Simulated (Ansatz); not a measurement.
**Match the barriers**

Saddle point of SiNH5, singlet (SiNH₅ ([NH2][SiH3]) → SiNH₃ ([NH][SiH2]) + H₂; bonds formed: H2–H4; bonds broken: Si1–H2, N3–H4), PBE0-D4/def2-TZVP structure:

| atom | x (Å) | y (Å) | z (Å) |
| --- | --- | --- | --- |
| Si1 | -0.5463 | -0.1012 | -0.0668 |
| H2 | 0.4939 | -0.5530 | 1.2974 |
| N3 | 0.5900 | 0.9225 | -0.6246 |
| H4 | 0.9243 | 0.0012 | 0.6759 |
| H5 | -1.6886 | 0.3954 | 0.7410 |
| H6 | -0.8494 | -1.4902 | -0.5206 |
| H7 | 1.0762 | 0.8255 | -1.5024 |

Program: Ansatz 0.2.0. Basis: def2-TZVPP, with def2-QZVPP for the basis limit. Cores are frozen in the correlated methods. Extrapolation: Hartree–Fock as exp(−7.88 √X), correlation as X^−2.97. Four methods, as single points on the PBE0-D4 structures, gave these electronic barriers from the start structure: 3.211, 3.454, 3.866, 4.290 eV.

The methods were, in alphabetical order, BHLYP-D4, HF, r2SCAN-D4, SPW92. Which gave which? (Judge from chemistry; the calculation decides.)

By the calculation: SPW92 3.211; r2SCAN-D4 3.454; BHLYP-D4 3.866; HF 4.290 eV. For comparison, CCSD(T) at an estimated basis limit (MP2 extrapolated from triple and quadruple zeta, plus CCSD(T) − MP2 in triple zeta) gives 3.631 eV.

The T1 diagnostic stays at or below 0.018.

Labels in which every atom is bracketed show which atoms are joined, not bond orders.

For scale, one of the runs: CCSD(T)/def2-TZVPP, 143 basis functions, launched by `ansatz run in.yaml --threads 2 --pin off --events-out ev --progress --plain --max-ram 4352MiB`. The run took 11 s on 2 CPU threads of an Intel Xeon Platinum 8375C (shared host), with 0.8 GiB of host memory at its peak.
